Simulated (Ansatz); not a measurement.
A nudged elastic band was laid between two geometries of C2H2ClFS (7 atoms, charge 0, multiplicity 1).

All numbers below come from Ansatz 0.2.0, RKS B3LYP/6-31G*.

```
movable images  : 9
climbing image  : yes
spring          : 5.0 eV/Å²
optimiser       : quadratic models (default)
start path      : IDPP
force threshold : 0.03 eV/Å
iteration limit : 35
end points      : relaxed
```

Image 0:

```xyz
7
Properties=species:S:1:pos:R:3
F -1.301 -0.802 0.771
C -0.344 -0.515 -0.158
Cl 0.907 -1.833 -0.135
C 0.339 0.775 0.207
S 0.584 1.998 -0.825
H -0.780 -0.504 -1.157
H 0.656 0.814 1.252
```

Image 10:

```xyz
7
Properties=species:S:1:pos:R:3
F -1.585 -0.496 0.278
C -0.323 -0.515 -0.197
Cl 0.606 -1.868 0.605
C 0.426 0.767 0.057
S -0.171 2.065 0.814
H -0.336 -0.764 -1.263
H 1.445 0.744 -0.340
```

**Question.** What changes between the two ends?

**Answer.** No bond is made or broken. The dihedral H6–C2–C4–H7 goes from 172 to -56°.

**Question.** Give the energies along the band, and the barrier.

**Answer.** The forces met the threshold. The highest image is number 5 of 0 to 10, 0.138 eV above the first end and 0.102 eV above the last; the last end lies 0.036 eV above the first. A vibrational analysis at the climbing image gives one clearly imaginary mode, 102i cm⁻¹: a first-order saddle point.

```
image  path coordinate (Å)  energy (eV)  dihedral H6–C2–C4–H7 (°)
    0                 0.00        0.000                       172
    1                 0.33        0.013                      -175
    2                 0.67        0.047                      -162
    3                 1.00        0.088                      -149
    4                 1.34        0.123                      -134
    5                 1.67        0.138                      -118
    6                 1.95        0.130                      -105
    7                 2.24        0.105                       -92
    8                 2.52        0.073                       -79
    9                 2.80        0.046                       -67
   10                 3.09        0.036                       -56
```

**Question.** What is the geometry of the highest image?

**Answer.** 
```xyz
7
Properties=species:S:1:pos:R:3:forces:R:3
F -1.539 -0.540 0.356 -0.01 0.00 0.00
C -0.291 -0.531 -0.189 0.02 -0.01 0.00
Cl 0.633 -1.963 0.425 0.00 0.00 0.00
C 0.430 0.763 0.164 -0.01 0.01 -0.01
S -0.161 2.211 -0.248 0.01 0.00 0.00
H -0.376 -0.659 -1.271 0.00 0.00 0.00
H 1.364 0.651 0.718 0.00 0.00 0.01
```

**Question.** What are the harmonic wavenumbers there?

**Answer.** 102i, 207, 302, 385, 449, 755, 825, 972, 1110, 1160, 1263, 1365, 1380, 3123, 3145 cm⁻¹.

Run time: 4.8 min on 1 thread of Arm Neoverse V1, on a shared host, peak memory 0.18 GiB.
